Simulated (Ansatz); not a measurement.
Ideal-gas functions of `N[SiH2][AlH2]` at 500 K and 1 bar, from an Ansatz frequency run at PBE0-D4/def2-TZVP.

Molar mass 75.12 g/mol, point group C1 (symmetry number 1), electronic degeneracy 1, moments of inertia 33.444, 156.099, 182.965 u Å². Harmonic wavenumbers (cm⁻¹, unscaled): 95, 126, 198, 343, 375, 403, 439, 580, 709, 753, 776, 845, 920, 965, 1586, 1896, 1912, 2120, 2184, 3595, 3689.

Use S(trans) = R[1.5 ln M + 2.5 ln T − 1.1517]; rotational temperatures θ = 24.2544 K / I; S(rot) = R[ln(√π/σ · √(T³/θAθBθC)) + 1.5]; for each mode x = 1.438777 ν̃/T, S = R[x/(eˣ − 1) − ln(1 − e⁻ˣ)] and H = RT x/(eˣ − 1); 1 cm⁻¹ = 0.0119627 kJ/mol; R = 8.31446 J/(mol·K).

Q: By hand: the entropy, in J/(mol·K).

A: Translation 173.5. Rotation: θ = 0.7252, 0.1554, 0.1326 K, giving 112.2. Vibration, mode by mode: 19.12, 16.80, 13.10, 8.75, 8.07, 7.53, 6.90, 4.96, 3.69, 3.34, 3.17, 2.71, 2.29, 2.07, 0.49, 0.23, 0.22, 0.13, 0.11, 0.00, 0.00, in all 103.7. Electronic 0.0. Sum 389.4 J/(mol·K).

Q: By hand: H − E and G − E in kJ/mol, counted from the electronic energy.

A: Zero-point energy ½ × 24509 × 0.0119627 = 146.6; thermal vibration 27.4; translation, rotation and pV give 4 RT = 16.6. H − E = 190.6 kJ/mol, and G − E = 190.6 − 500 × 389.4/1000 = -4.1 kJ/mol.

Vibration gives 27 % of the entropy, 35.9 J/(mol·K) of it from the modes under 150 cm⁻¹: soft modes count most, and the harmonic formula is weakest for them. The sum counts one conformer and one mirror image; others add a mixing term.
